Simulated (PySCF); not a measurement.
**Working out the ionisation energy of P**

P [Ne] 3s2 3p3 (4S) → P+ [Ne] 3s2 3p2 (3P). Computed with PySCF 2.14 in def2-TZVP, with the non-relativistic Hamiltonian (point nucleus). Frozen: [Ne]. Energies in hartree (1 hartree = 27.21139 eV):

```json
{"part": "UHF", "P (lower)": "-340.709863", "P+ (upper)": "-340.345663"}
{"part": "CCSD correlation", "P (lower)": "-0.099767", "P+ (upper)": "-0.081322"}
{"part": "(T)", "P (lower)": "-0.003759", "P+ (upper)": "-0.002251"}
```

**Question.** What does Hartree-Fock give?

**Answer.** (-340.345663) − (-340.709863) = 0.364200 hartree = 9.910 eV.

**Question.** What do CCSD and CCSD(T) give?

**Answer.** The CCSD correlation energies differ by 0.018445 hartree = 0.502 eV and the triples by 0.001508 hartree = 0.041 eV, so CCSD gives 10.412 eV and CCSD(T) 10.453 eV.

Measured between the centres of the two terms (NIST): 10.526 eV, so CCSD(T) (valence) is off by -0.073 eV.

What remains against the reference includes basis incompleteness, the frozen core and higher excitations.
